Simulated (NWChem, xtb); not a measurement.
# How methods differ on C4H5N (SMILES c1cc[nH]c1)

The species is C4H5N (10 atoms), meant as a singlet with charge 0. SMILES: `c1cc[nH]c1`. Geometry: relaxed at PBE0-D4/def2-TZVP.

Quantity: the dipole moment, in D. The values are calculated.

**What was measured.** NIST CCCBDB; in doubt, as an older value, an estimate or one at odds with other calculations gives the dipole moment of the gas as 1.84 D.

```json
{"level": "GFN2-xTB", "kind": "semi-empirical", "program": "xtb", "value (D)": "2.09", "computed − measured": "+0.25"}
{"level": "GFN1-xTB", "kind": "semi-empirical", "program": "xtb", "value (D)": "2.54", "computed − measured": "+0.70"}
{"level": "HF/def2-SVP", "kind": "Hartree–Fock", "program": "NWChem", "value (D)": "2.02", "computed − measured": "+0.18"}
{"level": "SVWN5/def2-SVP", "kind": "LDA", "program": "NWChem", "value (D)": "2.06", "computed − measured": "+0.22"}
{"level": "revPBE/def2-SVP", "kind": "GGA", "program": "NWChem", "value (D)": "2.03", "computed − measured": "+0.19"}
{"level": "M06-L/def2-SVP", "kind": "meta-GGA", "program": "NWChem", "value (D)": "2.00", "computed − measured": "+0.16"}
{"level": "B3LYP/def2-SVP", "kind": "global hybrid", "program": "NWChem", "value (D)": "2.02", "computed − measured": "+0.18"}
{"level": "wB97X/def2-SVP", "kind": "range-separated hybrid", "program": "NWChem", "value (D)": "2.06", "computed − measured": "+0.22"}
```

Nearest: M06-L/def2-SVP (+0.16 D); farthest: GFN1-xTB (+0.70 D). The measured dipole is a vibrational average, so differences of a few hundredths of a debye mean little. Computed less measured by kind, in D (of the ab initio rows, those in def2-SVP): semi-empirical +0.25 to +0.70; Hartree–Fock +0.18; LDA +0.22; GGA +0.19; meta-GGA +0.16; global hybrid +0.18; range-separated hybrid +0.22. Magnitudes only.
